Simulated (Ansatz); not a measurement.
System: sulfane, H2S (charge 0, singlet). 
Geometry from a B3LYP-D3(BJ)/def2-TZVP (Ansatz, a first-principles code) optimisation:
```
S
H 1 1.3426
H 1 1.3426 2 92.55
```
Charge 0, spin multiplicity 1.

Basis-set convergence of Hartree-Fock and CCSD correlation energies (hartree) with Ansatz. Cores are frozen in the correlated levels unless marked. No spin-orbit coupling. Non-relativistic.

```
basis            functions       E(HF)  E(corr, CCSD)
---------------  ---------  ----------  -------------
aug-cc-pV(D+d)Z         50  -398.70222       -0.18050
aug-cc-pV(T+d)Z        101  -398.71583       -0.21907
aug-cc-pV(Q+d)Z        181  -398.71922       -0.23012
```

Extrapolating the two largest sets (X = 3 and 4) as X^-3: E(corr) = (64·(-0.23012) - 27·(-0.21907))/37 = -0.2382 Eh, an estimate of the basis-set limit. The largest set recovers 96.6 % of it, the smallest 75.8 %.
